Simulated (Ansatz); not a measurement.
Geometry optimisation, RKS PBE0-D4/def2-SVP in Ansatz.

Input:

```yaml
crystal:
  periodic: [false, false, false]
  atoms:
    - { symbol: Si, position_ang: [-1.078053, -0.359182, -0.271249] }
    - { symbol: Cl, position_ang: [-0.595726, -0.753542, -2.289899] }
    - { symbol: H, position_ang: [-1.982738, -1.464988, 0.157842] }
    - { symbol: H, position_ang: [-1.830564, 0.924545, -0.203529] }
    - { symbol: Si, position_ang: [0.854736, -0.414122, 1.069861] }
    - { symbol: H, position_ang: [0.462487, 1.557747, -1.599996] }
    - { symbol: H, position_ang: [0.376115, 1.842896, -0.963716] }
    - { symbol: H, position_ang: [0.522232, -1.13854, 2.333932] }
    - { symbol: H, position_ang: [1.932207, -1.152962, 0.348452] }
    - { symbol: H, position_ang: [1.339404, 0.958149, 1.418301] }
basis:
  gaussian: { orbitals: def2-SVP }
hamiltonian:
  xc: pbe0
  dispersion: d4
relax:
  f_tol: 0.03
  max_steps: 50
output:
  orbitals: {}
```

Launched with:

```bash
$ ansatz run input.yaml --threads 2 --pin off --max-ram 3072MiB --backend cpu --events-out ev --progress --plain --runs-dir out
```

**Question.** Where does it end, and by what steps?

**Answer.** The forces met the threshold. The force dipped under the threshold on the way, but the program's further checks kept it going. After 17 steps the energy has fallen by 0.200 eV; H7 moved furthest, 1.11 Å.

```json
{"step": "0", "energy less start (eV)": "0.0000", "largest force component (eV/Å)": "2.242", "accepted": "yes"}
{"step": "1", "energy less start (eV)": "-0.1289", "largest force component (eV/Å)": "0.175", "accepted": "yes"}
{"step": "2", "energy less start (eV)": "-0.1547", "largest force component (eV/Å)": "0.117", "accepted": "yes"}
{"step": "3", "energy less start (eV)": "-0.1546", "largest force component (eV/Å)": "0.191", "accepted": "no"}
{"step": "4", "energy less start (eV)": "-0.1619", "largest force component (eV/Å)": "0.195", "accepted": "yes"}
{"step": "5", "energy less start (eV)": "-0.1687", "largest force component (eV/Å)": "0.044", "accepted": "yes"}
{"step": "6", "energy less start (eV)": "-0.1745", "largest force component (eV/Å)": "0.063", "accepted": "yes"}
{"step": "7", "energy less start (eV)": "-0.1768", "largest force component (eV/Å)": "0.389", "accepted": "yes"}
{"step": "8", "energy less start (eV)": "-0.1837", "largest force component (eV/Å)": "0.178", "accepted": "yes"}
{"step": "9", "energy less start (eV)": "-0.1883", "largest force component (eV/Å)": "0.236", "accepted": "yes"}
{"step": "10", "energy less start (eV)": "-0.1941", "largest force component (eV/Å)": "0.146", "accepted": "yes"}
{"step": "11", "energy less start (eV)": "-0.1961", "largest force component (eV/Å)": "0.125", "accepted": "yes"}
{"step": "12", "energy less start (eV)": "-0.1978", "largest force component (eV/Å)": "0.087", "accepted": "yes"}
{"step": "13", "energy less start (eV)": "-0.1990", "largest force component (eV/Å)": "0.036", "accepted": "yes"}
{"step": "14", "energy less start (eV)": "-0.1995", "largest force component (eV/Å)": "0.021", "accepted": "yes"}
{"step": "15", "energy less start (eV)": "-0.1997", "largest force component (eV/Å)": "0.013", "accepted": "yes"}
{"step": "16", "energy less start (eV)": "-0.1999", "largest force component (eV/Å)": "0.012", "accepted": "yes"}
{"step": "17", "energy less start (eV)": "-0.2001", "largest force component (eV/Å)": "0.015", "accepted": "yes"}
```

```xyz
10
Properties=species:S:1:pos:R:3
Si -1.154 -0.635 -0.182
Cl -0.580 -0.540 -2.183
H -1.927 -1.897 0.016
H -2.046 0.528 0.103
Si 0.794 -0.598 1.117
H 0.518 2.127 -1.657
H 0.767 2.795 -1.392
H 0.437 -0.651 2.569
H 1.635 -1.784 0.771
H 1.557 0.655 0.838
```

Run time: 11 s on 2 threads of AMD EPYC 9R45 96-Core Processor (Zen 5), with other jobs on the host, peak memory 0.2 GiB.
